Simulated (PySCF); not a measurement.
Allene, C₃H₄.
Geometry (GFN2-xTB, Å), atoms numbered from 1 in this order:
```xyz
7
C3H4 angstrom
C     -1.293   -0.002    0.003
C      0.000    0.000   -0.004
C      1.294    0.004   -0.011
H     -1.858    0.622    0.677
H     -1.863   -0.629   -0.664
H      1.856    0.678   -0.637
H      1.867   -0.667    0.609
```

Method used: PySCF 2.14.0, density-fitted response routines, TDDFT wB97X-D/def2-SVPD, vertical, gas phase, core orbitals frozen in the response.

Problem. Predict the UV-vis stick spectrum at this level.

Solution. 

| state | λ (nm) | E (eV) | f | symmetry | main configurations (H = HOMO, L = LUMO) |
| --- | --- | --- | --- | --- | --- |
| S1 | 202.0 | 6.14 | 0.0000 | – | H-1/H→L (50%), H-1/H→L+1 (50%) |
| S2 | 194.3 | 6.38 | 0.0000 | – | H-1/H→L (50%), H-1/H→L+1 (48%) |
| S3 | 164.1 | 7.56 | 0.0001 | – | H-1/H→L+1 (50%), H-1/H→L (48%) |
| S4 | 163.6 | 7.58 | 0.038 | E | H-1/H→L+2 (≥93%) |
| S5 | 163.4 | 7.59 | 0.039 | E | H-1/H→L+2 (≥93%) |
| S6 | 151.5 | 8.18 | 1.176 | B2 | H-1/H→L+1 (≥46%), H-1/H→L (≥46%) |
| S7 | 139.7 | 8.87 | 0.023 | E | H-1/H→L+3 (≥90%) |
| S8 | 139.6 | 8.88 | 0.023 | E | H-1/H→L+3 (≥90%) |

Triplets (Tamm–Dancoff): T1 4.81 eV, H-1/H→L (≥48%), H-1/H→L+1 (≥47%); T2 5.08 eV, H-1/H→L (≥48%), H-1/H→L+1 (≥48%); T3 5.85 eV, H-1/H→L+1 (50%), H-1/H→L (48%).

The lowest singlet comes at 202 nm (592 kJ/mol) in the ultraviolet; it is dark (f under 0.0005); its leading configuration is HOMO-1/HOMO→LUMO (50%). The most intense listed level is S6 at 8.18 eV (152 nm, f = 1.176), 2.04 eV above S1. S4/S5 and S7/S8 lie within about 0.01 eV of each other in each set; the point group D2d has degenerate representations, and within a degenerate level the listed configurations can mix freely. Löwdin shares by element: HOMO (one of a set within 0.03 eV) carbon 86%; LUMO (one of a set within 0.03 eV) carbon 75%, hydrogen 6% or more (atoms not listed hold the other 19%). The oscillator strengths of these states sum to 1.300; summed over the whole spectrum of an exact calculation they would give the number of electrons, 22 (Thomas–Reiche–Kuhn). Weighted by f, the mean energy of these states is 8.17 eV. Orbital energies (eV): HOMO-3 -14.56, HOMO-2 -14.55, HOMO-1 -9.64, HOMO -9.63, LUMO 2.17, LUMO+1 2.18, LUMO+2 2.42. Symmetry labels in D2d follow from the direction of the transition dipole and are given only for states with f of 0.002 or more. Orbitals of the list HOMO-3 to LUMO+2 that lie within 0.01 eV of each other are written together with a slash and their weights summed (≥ marks a lower bound); for degenerate orbitals outside that list single weights are arbitrary. The window holds the lowest 8 singlets.

On one thread of an Arm Neoverse N1 (shared host), this took 5.4 s.
